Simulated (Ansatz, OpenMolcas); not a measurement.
**Worked example: vertical ionisation energy of CH3NS (thioformamide)**

CH3NS has 6 atoms, charge 0, and is taken as a singlet. As SMILES, `NC=S`. The shape is that of a PBE0-D4/def2-TZVP optimisation. This is one conformer, not always the lowest.

Both states at this one shape; open shells run unrestricted unless said. 1 Eh = 27.2114 eV.

```
             level     program  singlet CH3NS (Eh)  doublet CH3NS+ (Eh)  HOMO of the first (eV)
M06-2X/aug-cc-pVDZ  OpenMolcas         -492.805247          -492.484584                   -7.43
   wB97M-V/pcseg-0      Ansatz         -492.032242          -491.708580                   -8.32
```

Question: Work out the vertical ionisation energy at each level.

Answer: 
1. M06-2X/aug-cc-pVDZ: -492.484584 − (-492.805247) = 0.320663 Eh = 8.73 eV; −ε(HOMO) = 7.43 eV.
2. wB97M-V/pcseg-0: -491.708580 − (-492.032242) = 0.323662 Eh = 8.81 eV; −ε(HOMO) = 8.32 eV.

No measured value is set beside it here; the levels span 8.73 to 8.81 eV.
